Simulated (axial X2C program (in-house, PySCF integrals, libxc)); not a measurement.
# NPN: bond lengths and stretches, held linear

One table from this session's results is given with a row withheld; the runs are named, their logs left out.

Method: all-electron X2C, two-component (2c) or spin-free, N dyall-av3z, P dyall-v3z; program: an in-house X2C program for linear molecules on PySCF integrals.

All values are calculated.

2 further runs of the same task are left out: 2 set aside as unsound or not needed.

Set-up of the first run:

Input file task.json:

```json
{"zs": [7, 15, 7], "q": 0, "bas": ["dyall-av3z", "dyall-v3z", "dyall-av3z"], "r0": [1.62, 1.62], "symm": 1, "scan": ["PBE0", "HF", "r2SCAN"], "levels": ["PBE0", "HF", "r2SCAN"], "nst": 2}
```

Keys: zs atomic numbers; q charge; bas basis sets; r0 starting distance in Å; symm equal bonds; scan levels of the two-bond scan; levels methods; nst determinants followed.

Launch:

```
python solin.py task.json out
```

Masses N 14.003, P 30.974, N 14.003 u.

Among the steps run: Scan at PBE0, 2c; Scan at HF, 2c; Scan at r2SCAN, 2c.

One of the session's tables, all rows but one given; the rest of the session is left out.

```
            level  r(N–P) (Å)  r(P–N) (Å)  lower stretch (cm⁻¹)  upper stretch (cm⁻¹)
         PBE0, 2c       1.535       1.535                1010.9                1146.2
           HF, 2c           ?           ?                     ?                     ?
       r2SCAN, 2c       1.544       1.544                 990.4                1180.8
  PBE0, spin-free       1.535       1.535                1010.8                1147.0
    HF, spin-free       1.517       1.517                 993.6                1173.3
r2SCAN, spin-free       1.544       1.544                 990.5                1181.1
```

Q: Estimate the row for HF, 2c from the others.

**Answer.** r(N–P) (Å): 1.517; r(P–N) (Å): 1.517; lower stretch (cm⁻¹): 993.4; upper stretch (cm⁻¹): 1172.4.

Scans not shown above were run alike.

What this shows: Over the levels the N–P bond spans 1.517 to 1.544 Å and the P–N bond 1.517 to 1.544 Å. At PBE0 spin–orbit coupling leaves both bonds unchanged to 0.001 Å. Each state is one determinant, the lowest of a limited PBE0 search; the stretches come from a fit to few points and are good to some per cent at best. The molecule was held linear; bending was not examined, so a bent shape may lie lower. Note: functional without a current term on a determinant with orbital currents, of the molecule or an atom.
